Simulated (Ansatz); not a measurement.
Cartesian coordinates in Å:
```
B 0.639 0.191 -0.466
B -0.640 -0.191 0.465
H 0.714 -0.139 -1.618
H 1.569 0.821 -0.042
H -1.601 0.523 0.554
H -0.681 -1.205 1.107
```

Total charge 0; spin multiplicity 1.

Task: List the ωB97M-V/def2-TZVPP orbital energies in eV (Ansatz). (An estimate is asked.)

Result: Computed: Occupied: -187.73, -187.71, -17.93, -15.37, -12.29, -12.28, -10.96. Lowest empty: 0.28, 0.28, 2.89, 3.29, 4.41, 4.41, 4.51, 4.97.
